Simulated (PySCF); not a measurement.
Gas-phase reaction: 3 SOF2 → SO3 + 2 SF3

Computed with PySCF and rigid-rotor harmonic-oscillator thermochemistry at 1 bar. 'Table' is the NASA 1993 thermochemical table (part measured, part estimated). After a fit of one offset per element over all species, the range-separated, M06-2X, PBE0/def2-QZVP and CCSD(T)/def2-TZVPP enthalpies, where run, lie to one side of the table for SOF2 (-46 kJ/mol), SF3 (+47 kJ/mol): a fault of the table's entry, another state or a shared error of the levels is possible; this was not checked at source. † marks an energy on the PBE0/def2-TZVP geometry and frequencies; other levels use their own. 6-31G* has spherical d functions here. Open shells (unrestricted): SF3 (multiplicity 2); the rest are closed-shell singlets. B3LYP is the form with VWN-RPA correlation. For this reaction the table lies outside the span of B3LYP, CCSD(T), M06-2X, MP2, PBE0, r2SCAN, ωB97M-V, ωB97X-V in their largest bases here; which side is off was not settled. The table's entry may be an old estimate for SOF2, SF3 (not checked at source).

PBE/def2-TZVP† gives ΔH°(298 K) = 401.1 kJ.

Task: What does B3LYP/6-31G* give, and where does the table lie?

Result: B3LYP/6-31G*: 435.7 kJ. Table: 229.9 kJ.
